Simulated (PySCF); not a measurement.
**SiN at ROHF-MP2**

Level: ROHF-MP2. basis Si def2-SVPD, N def2-SVPD; no relativity; PySCF 2.14.

```json
{
  "state": "²Σ⁺ (doublet), unpaired electrons σ ↑",
  "bond length": "1.611 Å",
  "harmonic wavenumber": "1068 cm⁻¹",
  "force constant": "6.27 mdyn/Å",
  "rotational constant Be": "0.6961 cm⁻¹",
  "anharmonicity ωexe": "7.13 cm⁻¹",
  "vibration–rotation constant αe": "0.00586 cm⁻¹",
  "well depth De to Si + N": "384 kJ/mol",
  "dissociation energy D0": "378 kJ/mol"
}
```

Correlated steps freeze 6 core orbitals. Correlated levels converge slowly with the basis: in double zeta they bind strong bonds too weakly, by up to about 1 eV, and carry superposition errors of some tenths. The state was picked by a PBE0 search and need not be the measured ground state.
